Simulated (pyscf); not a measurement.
Optimised with ωB97X-D3(BJ)/def2-SVP in PySCF.

Q: For H₂N–AlH₂ + H• → [H₂N–AlH]• + H₂, a hydrogen abstraction (doublet surface; Al–H broken, H–H formed), PBE/def2-TZVP gives ΔE‡ = -0.8 kcal/mol and ΔE = -21.0 kcal/mol (zero: the separated reactants). In which direction and how far do r²SCAN/def2-TZVP, M06-2X/def2-TZVP, ωB97M-D3(BJ)/def2-TZVP move these?

A: r²SCAN: ΔE‡ = -2.1 kcal/mol, ΔE = -22.0 kcal/mol; M06-2X: ΔE‡ = 3.1 kcal/mol, ΔE = -21.8 kcal/mol; ωB97M-D3(BJ): ΔE‡ = 3.3 kcal/mol, ΔE = -17.0 kcal/mol. PBE's barrier lies among them. Its reaction energy lies among theirs. At PBE, r²SCAN this geometry lies under the reactants; that is no barrier but a single point on another level's saddle; such a level's own saddle, if it has one, lies nearer that side and is low. One saddle was located; it need not be the lowest between these sides. The angle at the transferred H is 174°.
